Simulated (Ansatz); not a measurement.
Basis-set extrapolation for ClH+ (`[ClH+]`) radical (PBE0-D4/def2-TZVP geometry, frozen core, Ansatz 0.2.0). Multiplicity 2, UHF reference.

```tsv
	def2-TZVPP	def2-QZVPP
HF	-459.676087	-459.689242
MP2 correlation	-0.161286	-0.176707
CCSD(T) correlation	-0.193123	-0.208145
```

Energies in hartree. Use E(X) = E(∞) + A·exp(−7.88·√X) for Hartree–Fock and E(X) = E(∞) + B·X^(−2.97) for correlation, with X = 3 and 4.

Task: What is the CCSD(T) energy at the basis-set limit?

Result: HF limit: -459.689242 + (-0.013155) × 0.13774 = -459.69105. Correlation limit: -0.208145 + (-0.015022) × 0.74074 = -0.21927. Total: -459.91032 hartree, 107.9 kJ/mol below CCSD(T)/def2-TZVPP.
